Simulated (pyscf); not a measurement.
A first-order saddle from PySCF, ωB97X-D3(BJ)/def2-SVP:

```
Nb
O 1 1.7551
H 2 1.2686 1 90.70
Cl 3 1.5354 2 143.42 1 0.05
F 1 1.8401 2 103.94 3 -179.86
F 1 1.8470 2 114.89 3 -74.90
F 1 1.8471 2 114.85 3 75.01
```

Surface: singlet, charge 0. Lowest wavenumbers (cm⁻¹): 1192i, 105, 129, 193, 213.

Q: Which two sides does it connect, and which bonds change?

A: O=Nb(F)(F)–F + HCl <-> HO–Nb(F)(F)(F)–Cl, an addition across a multiple bond or ene-type step read from left to right: Cl–H broken and H–O, Cl–Nb formed. At ωB97M-D3(BJ)/def2-TZVP it lies +0.33 eV from the left side and +0.96 eV from the right (each side as separated species at their lowest minima found). On the reactant side the descent ends in an adduct with a Cl–Nb contact, 0.29 eV under the separated species and 0.46 eV under the saddle at ωB97X-D3(BJ)/def2-TZVP. What is counted as formed (Cl–Nb) is already present as a longer contact in the reactant adduct; forming that adduct is a step of its own. At ωB97X-D3(BJ)/def2-TZVP the barrier from the zero used here is 0.17 eV. This is the saddle that the search found; another between the same sides may lie lower. Elements past Kr carry the def2 core potentials, without spin-orbit coupling.
